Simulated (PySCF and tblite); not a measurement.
Results of a calculation; reference values are marked as such.
C3H8O, numbered as in [CH3:1][CH2:2][O:3][CH3:4]. The same 2 conformers on PBE0-D3(BJ)/def2-SVP geometries, with only the solvent of the single-point energies changed (functional PBE0, basis set def2-TZVP, D3(BJ) where defined; PySCF).

Torsions listed: C1–C2–O3–C4. Of a mirror pair one member is shown.

```csv
conformer,shape,symmetry,dipole D
1,180°,Cs,1.07
2,73°,C1 (pair),1.21
```

Energies (kcal/mol) above conformer 1 and its weight at 298.15 K (thermal terms from GFN2-xTB):

| solvent | E(2) − E(1) | weight of 1 (%) | dipole of 1 (D) | of 2 |
| --- | --- | --- | --- | --- |
| gas phase | 1.29 | 86 | 1.07 | 1.21 |
| cyclohexane | 1.21 | 84 | 1.21 | 1.35 |
| chloroform | ? | ? | ? | ? |
| acetone | 1.11 | 82 | 1.48 | 1.61 |
| water | 1.11 | 82 | 1.51 | 1.65 |

What does chloroform give?

E(2) − E(1) = 1.15 kcal/mol, weight of conformer 1 83 %, dipoles 1.35 and 1.49 D.

How much does the choice of solvent matter?

The widest range is that of E(2) − E(1), which runs from 1.11 (water) to 1.29 kcal/mol (gas phase), a spread of 0.18, against RT = 0.59.
